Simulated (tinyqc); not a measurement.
UHF in the sto-3g basis, for CH2, spin multiplicity 3, step by step (part 2 of 2). Computed by tinyqc, a small Python program that keeps every step (integrals from PySCF). Command: `OMP_NUM_THREADS=1 python tinyqc.py 26084 26085 out.jsonl` (the two numbers bound the seeds that draw the settings). One thread of a shared host (Intel(R) Xeon(R) Processor @ 2.60GHz), about 0.2 s of CPU time with the checks.

Geometry (angstrom):
```
atom         x          y         z
C     0.000000   0.000000  0.000000
H     0.000000   1.309000  0.596000
H     0.000000  -1.309000  0.596000
```

## Iteration 2: DIIS over 2 matrices

error matrix X^T (FDS - SDF) X (alpha):
```
           1          2         3          4          5          6          7
1   0.000000  -0.008920  0.000000   0.000000  -0.012049   0.013417   0.013417
2   0.008920   0.000000  0.000000   0.000000  -0.037931  -0.011665  -0.011665
3   0.000000   0.000000  0.000000   0.000000   0.000000   0.000000   0.000000
4   0.000000   0.000000  0.000000   0.000000   0.000000  -0.078652   0.078652
5   0.012049   0.037931  0.000000   0.000000   0.000000  -0.072808  -0.072808
6  -0.013417   0.011665  0.000000   0.078652   0.072808   0.000000   0.000000
7  -0.013417   0.011665  0.000000  -0.078652   0.072808   0.000000   0.000000
```

B (overlaps of the stored error matrices):
```
                1               2
1   8.0004232e-01  -2.5720767e-01
2  -2.5720767e-01   1.0402003e-01
```

Minimise |sum c_i e_i|^2 with sum c_i = 1: solve [B -1; -1 0][c; lambda] = [0; -1] with B_ij = tr e_i^T e_j summed over both spins, and take F = sum c_i F_i.

DIIS coefficients: 0.254659  0.745341

extrapolated F(alpha) (hartree), lower triangle:
```
             1C 1s      1C 2s     1C 2px     1C 2py     1C 2pz      2H 1s      3H 1s
1C 1s   -10.871033
1C 2s    -2.946908  -1.474420
1C 2px    0.000000   0.000000  -0.299390
1C 2py    0.000000   0.000000   0.000000  -0.104940
1C 2pz   -0.002382   0.068406   0.000000   0.000000  -0.129734
2H 1s    -0.342560  -0.414221   0.000000  -0.273524  -0.150093  -0.226115
3H 1s    -0.342560  -0.414221   0.000000   0.273524  -0.150093  -0.056268  -0.226115
```

extrapolated F(beta) (hartree), lower triangle:
```
             1C 1s      1C 2s    1C 2px     1C 2py     1C 2pz      2H 1s      3H 1s
1C 1s   -10.814982
1C 2s    -2.901638  -1.088068
1C 2px    0.000000   0.000000  0.441560
1C 2py    0.000000   0.000000  0.000000   0.013926
1C 2pz   -0.003160  -0.173373  0.000000   0.000000   0.362391
2H 1s    -0.334742  -0.391589  0.000000  -0.260627  -0.115503  -0.201307
3H 1s    -0.334742  -0.391589  0.000000   0.260627  -0.115503  -0.044952  -0.201307
```

## Iteration 2: diagonalisation and new density

X, lower triangle:
```
            1C 1s      1C 2s    1C 2px     1C 2py     1C 2pz      2H 1s     3H 1s
1C 1s    1.025787
1C 2s   -0.140368   1.114605
1C 2px   0.000000   0.000000  1.000000
1C 2py   0.000000   0.000000  0.000000   1.084600
1C 2pz  -0.004808   0.039132  0.000000   0.000000   1.016946
2H 1s    0.018915  -0.182427  0.000000  -0.180059  -0.079350   1.094586
3H 1s    0.018915  -0.182427  0.000000   0.180059  -0.079350  -0.013327  1.094586
```

Diagonalise F' = X^T F X, C = X C', fill 5 alpha and 3 beta electrons from the bottom; D(s) = C_occ C_occ^T. Each column has its largest component positive (the first on a tie).

F' = X^T F X (alpha) (hartree), lower triangle:
```
            1          2          3          4          5          6          7
1  -10.641562
2   -1.539433  -0.830717
3    0.000000   0.000000  -0.299390
4    0.000000   0.000000   0.000000   0.079208
5   -0.029246   0.152553   0.000000   0.000000  -0.080588
6   -0.007445  -0.242510   0.000000  -0.292037  -0.165144  -0.019879
7   -0.007445  -0.242510   0.000000   0.292037  -0.165144  -0.022853  -0.019879
```

orbital energies (alpha) (hartree): MO1 -10.877809, MO2 -0.757420, MO3 -0.373667, MO4 -0.299390, MO5 -0.273931, MO6 0.313561, MO7 0.455849

coefficients C (alpha):
```
              MO1        MO2        MO3       MO4        MO5        MO6        MO7
1C 1s    0.992775  -0.259072   0.000000  0.000000   0.061669  -0.127115   0.000000
1C 2s    0.028806   0.914852   0.000000  0.000000  -0.318460   0.625251   0.000000
1C 2px   0.000000   0.000000   0.000000  1.000000   0.000000   0.000000   0.000000
1C 2py   0.000000   0.000000   0.542687  0.000000   0.000000   0.000000   0.972981
1C 2pz   0.001204  -0.079285   0.000000  0.000000   0.758561   0.683098   0.000000
2H 1s   -0.004604   0.150106   0.457522  0.000000   0.390433  -0.670449  -0.660932
3H 1s   -0.004604   0.150106  -0.457522  0.000000   0.390433  -0.670449   0.660932
```

F' = X^T F X (beta) (hartree), lower triangle:
```
            1          2         3          4          5          6         7
1  -10.587935
2   -1.553791  -0.400314
3    0.000000   0.000000  0.441560
4    0.000000   0.000000  0.000000   0.209838
5    0.002056  -0.101920  0.000000   0.000000   0.398718
6   -0.002168  -0.274651  0.000000  -0.301609  -0.125036   0.002350
7   -0.002168  -0.274651  0.000000   0.301609  -0.125036  -0.014602  0.002350
```

orbital energies (beta) (hartree): MO1 -10.820000, MO2 -0.521436, MO3 -0.323912, MO4 0.271055, MO5 0.441560, MO6 0.468599, MO7 0.550702

coefficients C (beta):
```
              MO1        MO2        MO3        MO4       MO5        MO6        MO7
1C 1s    0.993930  -0.204663   0.000000  -0.201944  0.000000  -0.046002   0.000000
1C 2s    0.024407   0.683319   0.000000   0.889899  0.000000   0.265892   0.000000
1C 2px   0.000000   0.000000   0.000000   0.000000  1.000000   0.000000   0.000000
1C 2py   0.000000   0.000000   0.478173   0.000000  0.000000   0.000000   1.006256
1C 2pz   0.001665   0.165504   0.000000  -0.289362  0.000000   0.968092   0.000000
2H 1s   -0.004048   0.331049   0.499592  -0.587697  0.000000  -0.411699  -0.629734
3H 1s   -0.004048   0.331049  -0.499592  -0.587697  0.000000  -0.411699   0.629734
```

D(alpha) after iteration 2, lower triangle:
```
            1C 1s      1C 2s    1C 2px     1C 2py    1C 2pz      2H 1s     3H 1s
1C 1s    1.056523
1C 2s   -0.228054   0.939201
1C 2px   0.000000   0.000000  1.000000
1C 2py   0.000000   0.000000  0.000000   0.294509
1C 2pz   0.068516  -0.314071  0.000000   0.000000  0.581703
2H 1s   -0.019381   0.012854  0.000000   0.248291  0.284261   0.384318
3H 1s   -0.019381   0.012854  0.000000  -0.248291  0.284261  -0.034335  0.384318
```

D(beta) after iteration 2, lower triangle:
```
            1C 1s     1C 2s    1C 2px     1C 2py    1C 2pz      2H 1s     3H 1s
1C 1s    1.029784
1C 2s   -0.115591  0.467520
1C 2px   0.000000  0.000000  0.000000
1C 2py   0.000000  0.000000  0.000000   0.228649
1C 2pz  -0.032217  0.113133  0.000000   0.000000  0.027394
2H 1s   -0.071777  0.226113  0.000000   0.238891  0.054783   0.359202
3H 1s   -0.071777  0.226113  0.000000  -0.238891  0.054783  -0.139982  0.359202
```

## Iteration 12 (converged): orbitals

converged F(alpha) (hartree), lower triangle:
```
             1C 1s      1C 2s     1C 2px     1C 2py     1C 2pz      2H 1s      3H 1s
1C 1s   -10.982828
1C 2s    -2.975281  -1.524289
1C 2px    0.000000   0.000000  -0.348096
1C 2py    0.000000   0.000000   0.000000  -0.162736
1C 2pz   -0.003904   0.061049   0.000000   0.000000  -0.251907
2H 1s    -0.345807  -0.448229   0.000000  -0.309658  -0.167747  -0.221624
3H 1s    -0.345807  -0.448229   0.000000   0.309658  -0.167747  -0.052227  -0.221624
```

converged F(beta) (hartree), lower triangle:
```
             1C 1s      1C 2s    1C 2px     1C 2py     1C 2pz      2H 1s      3H 1s
1C 1s   -10.924073
1C 2s    -2.921208  -1.114243
1C 2px    0.000000   0.000000  0.399449
1C 2py    0.000000   0.000000  0.000000   0.024752
1C 2pz   -0.003933  -0.154152  0.000000   0.000000   0.340454
2H 1s    -0.336676  -0.425279  0.000000  -0.297575  -0.120459  -0.277087
3H 1s    -0.336676  -0.425279  0.000000   0.297575  -0.120459  -0.041965  -0.277087
```

As before.

F' = X^T F X (alpha) (hartree), lower triangle:
```
            1          2          3          4          5          6         7
1  -10.751884
2   -1.550551  -0.858409
3    0.000000   0.000000  -0.348096
4    0.000000   0.000000   0.000000   0.039475
5   -0.030514   0.150946   0.000000   0.000000  -0.201353
6   -0.003405  -0.278009   0.000000  -0.326604  -0.176370   0.011760
7   -0.003405  -0.278009   0.000000   0.326604  -0.176370  -0.016853  0.011760
```

orbital energies (alpha) (hartree): MO1 -10.989585, MO2 -0.810066, MO3 -0.427875, MO4 -0.356828, MO5 -0.348096, MO6 0.339741, MO7 0.495963

coefficients C (alpha):
```
              MO1        MO2        MO3        MO4       MO5        MO6        MO7
1C 1s    0.992818  -0.257506   0.000000   0.049704  0.000000   0.134961   0.000000
1C 2s    0.028627   0.907426   0.000000  -0.254983  0.000000  -0.663990   0.000000
1C 2px   0.000000   0.000000   0.000000   0.000000  1.000000   0.000000   0.000000
1C 2py   0.000000   0.000000   0.581291   0.000000  0.000000   0.000000   0.950421
1C 2pz   0.001342  -0.069733   0.000000   0.836265  0.000000  -0.586620   0.000000
2H 1s   -0.004514   0.158697   0.430633   0.304708  0.000000   0.711647  -0.678758
3H 1s   -0.004514   0.158697  -0.430633   0.304708  0.000000   0.711647   0.678758
```

F' = X^T F X (beta) (hartree), lower triangle:
```
            1          2         3          4          5          6          7
1  -10.697414
2   -1.558911  -0.404707
3    0.000000   0.000000  0.399449
4    0.000000   0.000000  0.000000   0.246328
5   -0.001968  -0.075713  0.000000   0.000000   0.378633
6    0.000795  -0.300263  0.000000  -0.334804  -0.128393  -0.059744
7    0.000795  -0.300263  0.000000   0.334804  -0.128393  -0.010197  -0.059744
```

orbital energies (beta) (hartree): MO1 -10.928704, MO2 -0.577825, MO3 -0.397667, MO4 0.255430, MO5 0.399449, MO6 0.457670, MO7 0.594447

coefficients C (beta):
```
              MO1        MO2        MO3        MO4       MO5        MO6        MO7
1C 1s    0.994208  -0.196797   0.000000  -0.200066  0.000000  -0.074006   0.000000
1C 2s    0.023323   0.649590   0.000000   0.872858  0.000000   0.381769   0.000000
1C 2px   0.000000   0.000000   0.000000   0.000000  1.000000   0.000000   0.000000
1C 2py   0.000000   0.000000   0.437311   0.000000  0.000000   0.000000   1.024675
1C 2pz   0.001619   0.139701   0.000000  -0.384949  0.000000   0.938414   0.000000
2H 1s   -0.003836   0.360734   0.524517  -0.533686  0.000000  -0.457743  -0.609130
3H 1s   -0.003836   0.360734  -0.524517  -0.533686  0.000000  -0.457743   0.609130
```

D(alpha) after iteration 12, lower triangle:
```
            1C 1s      1C 2s    1C 2px     1C 2py    1C 2pz      2H 1s     3H 1s
1C 1s    1.054467
1C 2s   -0.217919   0.889257
1C 2px   0.000000   0.000000  1.000000
1C 2py   0.000000   0.000000  0.000000   0.337899
1C 2pz   0.060855  -0.276472  0.000000   0.000000  0.704203
2H 1s   -0.030201   0.066181  0.000000   0.250323  0.243744   0.303497
3H 1s   -0.030201   0.066181  0.000000  -0.250323  0.243744  -0.067393  0.303497
```

D(beta) after iteration 12, lower triangle:
```
            1C 1s     1C 2s    1C 2px     1C 2py    1C 2pz      2H 1s     3H 1s
1C 1s    1.027178
1C 2s   -0.104649  0.422510
1C 2px   0.000000  0.000000  0.000000
1C 2py   0.000000  0.000000  0.000000   0.191241
1C 2pz  -0.025883  0.090786  0.000000   0.000000  0.019519
2H 1s   -0.074805  0.234240  0.000000   0.229377  0.050389   0.405262
3H 1s   -0.074805  0.234240  0.000000  -0.229377  0.050389  -0.144975  0.405262
```

## Convergence

Stop when the energy changes by less than 1e-10 hartree and every element of the error matrix X^T (F D S - S D F) X (for each spin) is below 3e-06.

Course of the cycle:
```
iteration   E (hartree)     change  largest element of the error matrix
1          -36.91260420          -                             2.37e-01
2          -38.24847587  -1.34e+00                             7.87e-02
3          -38.30326130  -5.48e-02                             1.84e-02
4          -38.30547082  -2.21e-03                             5.55e-03
5          -38.30594107  -4.70e-04                             3.99e-03
6          -38.30631133  -3.70e-04                             2.46e-03
7          -38.30664391  -3.33e-04                             1.61e-03
8          -38.30669937  -5.55e-05                             2.13e-04
9          -38.30670010  -7.34e-07                             5.39e-05
10         -38.30670011  -1.32e-08                             2.05e-05
11         -38.30670011  -1.88e-09                             3.49e-06
12         -38.30670011  -3.47e-11                             1.61e-06
```

PySCF UHF in the same basis, after a stability check = -38.30670011 hartree

Converged in 12 iterations.

## Populations, bond orders and dipole

overlap S, lower triangle:
```
           1C 1s     1C 2s    1C 2px     1C 2py    1C 2pz     2H 1s     3H 1s
1C 1s   1.000000
1C 2s   0.248362  1.000000
1C 2px  0.000000  0.000000  1.000000
1C 2py  0.000000  0.000000  0.000000   1.000000
1C 2pz  0.000000  0.000000  0.000000   0.000000  1.000000
2H 1s   0.028085  0.312247  0.000000   0.305485  0.139090  1.000000
3H 1s   0.028085  0.312247  0.000000  -0.305485  0.139090  0.039552  1.000000
```

Mulliken: Z minus the diagonal of D S on the atom; Loewdin: the same with S^(1/2) D S^(1/2); Mayer order: 2 sum_s sum (D(s) S)_ij (D(s) S)_ji over the two atoms.

Charges (e):
```
atom   Mulliken    Loewdin  Mulliken spin
1C    -0.042663  -0.023103       2.233253
2H     0.021332   0.011552      -0.116626
3H     0.021332   0.011552      -0.116626
```

Mayer bond orders:
```
pair     order
2-1   0.944465
3-1   0.944465
3-2   0.041478
```

dipole moment about the origin, x y z (debye): 0.000000  0.000000  0.211331

<S^2> of the determinant (pure state: 2) = 2.043805
